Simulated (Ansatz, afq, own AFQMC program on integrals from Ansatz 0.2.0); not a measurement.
AFQMC on a folder of integrals that Ansatz 0.2.0 wrote.

```yaml
crystal:
  periodic: [false, false, false]
  atoms:
    - {symbol: P, position_ang: [0.024429, 0.035518, 1.165046]}
    - {symbol: Mg, position_ang: [0.024429, -0.024931, -1.524783]}
    - {symbol: H, position_ang: [0.024429, -1.285315, 1.687926]}
    - {symbol: H, position_ang: [-1.364175, 0.795032, -0.721581]}
basis:
  gaussian: {orbitals: cc-pVDZ}
magnetization: {spin_polarized: true, initial_magnetization: 3}
correlation: {method: ccsd_t, electrons: outside_noble_gas, hamiltonian_folder: ham}
```

```sh
$ ansatz run in.yaml --threads 1 --pin off --events-out ev --progress --plain --max-ram 1382MiB
```

afq runs on the folder ham with

```
--method phaseless --trial hf --walkers 120 --populations 1 --least-time 40 --time-step 0.005 --steps-per-block 20 --equilibration-blocks 160 --max-blocks 600 --target-error 0.00216 --factor-cut 1e-05 --start spin_pure --seed 1855 --taylor-order 6
```

Times are imaginary, in 1/Eh. The walk had a cap of 1002 s.

Output of the walk:

```
orbitals 36  electrons 6 3  factors 263 of 444
reference energy -541.41129457 Eh
CCSD correlation -0.14952290 Eh in 16 cycles, weight of the determinant in the CISD state 0.8918
energy of the start -541.411873 Eh
 block  time / (1/Eh)  mean weight  energy / Eh
     1     0.100  1.0004  -541.437151
     2     0.200  1.0016  -541.456731
     3     0.300  1.0013  -541.475989
     4     0.400  1.0015  -541.488147
     5     0.500  1.0004  -541.497688
     9     0.900  1.0004  -541.527055
    43     4.300  1.0004  -541.549168
    99     9.900  0.9997  -541.567104
   155    15.500  1.0003  -541.580757
   211    21.100  1.0004  -541.563065
   267    26.700  0.9998  -541.573594
   323    32.300  1.0002  -541.563272
   379    37.900  0.9998  -541.568307
   407    40.700  1.0000  -541.544552
   435    43.500  0.9995  -541.572586
   491    49.100  1.0008  -541.552613
   547    54.700  1.0007  -541.550596
blocks merged  error / Eh  count
     1  0.000516  400
     2  0.000692  200
     4  0.000922  100
     8  0.001190  50
    16  0.001480  25
    32  0.001686  12
energy -541.565019 +/- 0.001480 Eh
(rows thinned)
```

The run failed at least one of its tests; the cautions name the faults. The second half of the sampling lies above the first by 3.7 errors of their difference, so the energy may still be moving and its error bar be too small.

Against this walk (error 40.3 meV) on the same determinant: CCSD(T) 11.3 meV higher (within the noise), CCSDT(Q) 22.1 meV lower (within the noise), a separate phaseless walk with a CISD trial and standard settings 4.7 ± 41.1 meV lower (within the noise). The error is statistical and leaves out the bias of the constraint.

Cautions: constraint bias not in the error; halves of the run differ; lower spins were not checked.

The walk took 4 min on 1 thread of Intel(R) Xeon(R) Platinum 8259CL CPU @ 2.50GHz (Skylake/Cascade Lake), on a shared host. The log's last line is the phaseless energy.

CCSDT and higher add their correlation energy to the determinant of the CCSD(T) run, since their own runs factorise the integrals more tightly (a shift of under 2 meV).
